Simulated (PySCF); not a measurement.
# H5Si: the cost of one run

Computed with PySCF 2.14.0 (relaxation, HF, aug-cc-pvtz, and further levels as typed in the inputs, unless a step's input says otherwise).

1 further run of the same task is left out (for a faulty analytic Hessian).

**1. The system as given**

Bond lengths: Si1–H2 1.427 Å, Si1–H3 1.464 Å, Si1–H4 1.489 Å. Angles: H2–Si1–H3 120.6°, H2–Si1–H4 119.7°, H3–Si1–H4 118.3°.

Structure file:

```xyz
6

Si    0.0179    0.0044    0.0010
H     1.4414   -0.0028   -0.1035
H    -0.7308    1.2581   -0.1004
H    -0.7348   -1.2775   -0.0912
H     0.3988    0.0171    1.9205
H    -0.3940   -0.0055    1.9045
```

**2. Relaxation: H5Si, charge +1**

run.py reads:

```python
from pyscf import gto, scf
from pyscf.geomopt.geometric_solver import optimize
mol = gto.M(atom="mol.xyz", basis="aug-cc-pvtz", charge=1, verbose=4)
mf = scf.RHF(mol).run(conv_tol=1e-9)
m = optimize(mf, maxsteps=60)
print("optimised structure (A):")
for k in range(m.natm): print(m.atom_symbol(k), *(f"{x:.8f}" for x in m.atom_coords(unit="A")[k]))
```

The run is started by

```sh
$ python run.py
```

**Question.** How long does this run take on 2 threads of Intel Xeon 6975P-C (Granite Rapids), shared host?

About 97 s.
